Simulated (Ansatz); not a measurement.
A nudged elastic band was laid between two geometries of AlClH2 + Cl (5 atoms, charge 0, multiplicity 2).

Theory: UHF/def2-SVP (Ansatz).

```
movable images  : 7
climbing image  : yes
spring          : 5.0 eV/Å²
optimiser       : quadratic models (default)
start path      : through a guess of the saddle point
force threshold : 0.03 eV/Å
iteration limit : 60
end points      : relaxed
```

Initial state:

```xyz
5
Properties=species:S:1:pos:R:3
Al 0.009 0.000 -0.221
H 0.062 0.000 1.345
Cl 1.843 0.000 -1.261
H -1.316 0.000 -1.058
Cl -0.019 0.000 4.591
```

Final state:

```xyz
5
Properties=species:S:1:pos:R:3
Al -0.821 0.000 -0.569
H 1.015 0.000 2.572
Cl 1.272 0.000 -0.131
H -1.194 0.000 -2.109
Cl 0.308 0.000 3.632
```

Question: What changes between the two ends?

Answer: Bonds broken: Al1–H2. Bonds formed: H2–Cl5. AlClH2 + Cl becomes AlClH + ClH.

Question: What energy profile does the band end with?

Answer: The forces met the threshold. The highest image is number 2 of 0 to 8, 8.7 kcal/mol above the first end and 17.1 kcal/mol above the last; the last end lies 8.4 kcal/mol below the first. A vibrational analysis at the climbing image gives one clearly imaginary mode, 1309i cm⁻¹: a first-order saddle point.

| image | path coordinate (Å) | energy (kcal/mol) | Al1–H2 (Å) | H2–Cl5 (Å) |
| --- | --- | --- | --- | --- |
| 0 | 0.00 | 0.0 | 1.57 | 3.25 |
| 1 | 0.71 | 1.0 | 1.57 | 2.49 |
| 2 | 1.41 | 8.7 | 1.75 | 1.59 |
| 3 | 2.16 | -2.5 | 2.56 | 1.28 |
| 4 | 2.91 | -5.1 | 3.23 | 1.27 |
| 5 | 3.66 | -5.5 | 3.89 | 1.27 |
| 6 | 4.41 | -6.0 | 4.18 | 1.27 |
| 7 | 5.17 | -7.1 | 4.05 | 1.27 |
| 8 | 5.92 | -8.4 | 3.64 | 1.27 |

Question: What is the geometry of the highest image?

Answer: 
```xyz
5
Properties=species:S:1:pos:R:3:forces:R:3
Al 0.003 0.000 0.014 0.00 0.00 -0.01
H 0.005 0.000 1.768 0.00 0.00 0.01
Cl 1.876 0.000 -0.929 0.00 0.00 0.00
H -1.325 0.000 -0.815 0.00 0.00 0.00
Cl 0.022 0.000 3.355 0.00 0.00 0.00
```

Question: What are the harmonic wavenumbers there?

Answer: 1309i, 40, 48, 291, 547, 562, 618, 781, 2074 cm⁻¹.

Run time: 86 s on 1 thread of Arm Neoverse V2, with other jobs on the host, peak memory 0.14 GiB.
